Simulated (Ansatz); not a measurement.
Input file:

```yaml
crystal:
  periodic: [false, false, false]
  atoms:
    - { symbol: "N", position_ang: [-0.3158, 1.1252, 0.9139] }
    - { symbol: C, position_ang: [-0.6207, -0.1653, 0.3837] }
    - { symbol: F, position_ang: [0.0094, -1.0111, 1.2033] }
    - { symbol: C, position_ang: [0.0206, -0.3488, -1.0331] }
    - { symbol: O, position_ang: [1.3576, -0.0962, -1.0728] }
    - { symbol: H, position_ang: [-1.08958, 1.47516, 1.44886] }
    - { symbol: H, position_ang: [-0.1214, 1.78749, 0.16916] }
    - { symbol: H, position_ang: [-1.6447, -0.3845, 0.4168] }
    - { symbol: H, position_ang: [-0.5376, 0.3228, -1.7058] }
    - { symbol: H, position_ang: [-0.1913, -1.3943, -1.3288] }
    - { symbol: H, position_ang: [1.7357, -0.6318, -0.3236] }
basis:
  gaussian: { orbitals: def2-mTZVP }
hamiltonian:
  xc: pbe0
  dispersion: d4
relax:
  f_tol: 0.015
  max_steps: 40
output:
  orbitals: {}
```

Launched with:

```bash
$ ansatz run input.yaml --threads 2 --pin off --max-ram 3072MiB --backend cpu --events-out ev --progress --plain --runs-dir out
```

Hardware: 2 threads of Arm Neoverse V1, on a shared host.

Roughly how long does this run take, and how much memory?

36 s, with a peak of 0.25 GiB, for 10 ionic steps.
